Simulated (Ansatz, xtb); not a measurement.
# Two isomers of C2H2N

Structure I is `[CH2]C#N`, a doublet and structure II is `[C]#[N+][CH2-]`, a doublet. Both are isolated molecules in the gas phase, relaxed with PBE-D3(BJ)/def2-SVP.

Quicker runs give these differences E(II) − E(I): GFN2-xTB +85.1 kJ/mol; HF/STO-3G +133.2 kJ/mol (at GFN2-xTB geometries); r2SCAN-D4/def2-SVP +93.5 kJ/mol (at GFN2-xTB geometries).

Estimate E(II) − E(I) at the level CCSD(T)/def2-TZVP.

Calculated at CCSD(T)/def2-TZVP: E(II) − E(I) = +100.6 kJ/mol, so structure I lies lower.

How the difference moves with the method:

```
              level             geometry  E(II) − E(I) (kJ/mol)  departure from the last row (kJ/mol)  job, with rough time for the two
           GFN2-xTB             GFN2-xTB                   +85.1                                 −15.6             optimisation, 0.091 s
          HF/STO-3G             GFN2-xTB                  +133.2                                 +32.6              single point, 0.16 s
 r2SCAN-D4/def2-SVP             GFN2-xTB                   +93.5                                  −7.2               single point, 1.5 s
PBE-D3(BJ)/def2-SVP  PBE-D3(BJ)/def2-SVP                   +92.8                                  −7.8               optimisation, 8.4 s
       HF/def2-TZVP  PBE-D3(BJ)/def2-SVP                   +94.6                                  −6.0           part of the CCSD(T) run
      MP2/def2-TZVP  PBE-D3(BJ)/def2-SVP                   +78.5                                 −22.1           part of the CCSD(T) run
  CCSD(T)/def2-TZVP  PBE-D3(BJ)/def2-SVP                  +100.6                                                      single point, 17 s
```

As drawn, II has 1 C–N in place of 1 C–C.

None of the levels shown reverses the order. The largest departure from CCSD(T)/def2-TZVP is that of HF/STO-3G, 32.6 kJ/mol.

With harmonic frequencies from PBE-D3(BJ)/def2-SVP (ideal gas, rigid rotor, one conformer each, 600 K, 1 atm): on the last row, ΔE + ΔZPE = +100.1, ΔH = +100.5, ΔG = +99.6 kJ/mol.

Open shells are spin-unrestricted, with notable spin contamination under HF/STO-3G, HF/def2-TZVP, MP2/def2-TZVP, CCSD(T)/def2-TZVP. The correlated steps freeze 3 core orbitals. Codes used: Ansatz 0.2.0, xtb 6.7.1; the last row on 1 thread of Intel(R) Xeon(R) 6975P-C (Granite Rapids) on a shared host.
